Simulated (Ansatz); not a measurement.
Scan of [GeH3···H···GeH3], doublet

Starting geometry:

```xyz
9

Ge   -1.9305    0.0000    0.0000
H    -2.4420    1.4466    0.0000
H    -2.4420   -0.7233    1.2528
H    -2.4420   -0.7233   -1.2528
H    -0.3962    0.0000    0.0000
Ge    1.9375    0.0000    0.0000
H     2.4062   -1.4659    0.0000
H     2.4062    0.7330   -1.2695
H     2.4062    0.7330    1.2695
```

From there H5 is moved from one fragment to the other while all else, the fragments' distance too, stays fixed, so the hump isn't the reaction's barrier; atoms are numbered as listed. Energies are in kJ/mol, counted from the starting geometry at the same level.

Basis cc-pVDZ; Ansatz 0.2.0. Correlated methods freeze the noble-gas cores and the filled d shells of p-block atoms. R marks a restricted (for open shells ROHF) determinant, U an unrestricted one. No spin–orbit coupling is included, and no scalar relativity.

Full CI isn't at hand for all of this; UCCSDT(Q) serves as the reference, and is uncertain by about the last step of the cluster series. The frozen core follows each run's orbitals, which can shift R against U totals by a few meV for light atoms and by up to 0.1 eV past Ca.

| distance Ge1-H5 (Å) | UCCSDT(Q) | error RHF | error RMP2 | error UMP2 | error UCCSD | error RCCSDT | error UCCSDT |
| --- | --- | --- | --- | --- | --- | --- | --- |
| 1.534 | 0.0 | 0.0 | 0.0 | 0.0 | 0.0 | 0.0 | 0.0 |
| 1.649 | 5.7 | 6.9 | 1.3 | 1.5 | 0.8 | 0.0 | 0.0 |
| 1.879 | 28.3 | 25.1 | 2.5 | 5.8 | 2.5 | 0.1 | 0.2 |
| 2.108 | 18.3 | 15.6 | 2.6 | 3.6 | 1.7 | 0.1 | 0.1 |
| 2.338 | 1.0 | -0.3 | 0.0 | 0.0 | 0.0 | 0.0 | 0.0 |

Errors are those of relative energies. In total energy the starting point itself misses UCCSDT(Q) by: RHF 716.4, RMP2 161.9, UMP2 161.4, UCCSD 16.8, RCCSDT 0.7, UCCSDT 0.4 kJ/mol.

Spread of the error over the points with a reference, to 2.338 Å (largest less smallest): RCCSDT 0.1, UCCSDT 0.2, UCCSD 2.5, RMP2 2.6, UMP2 5.8, RHF 25.4 kJ/mol.
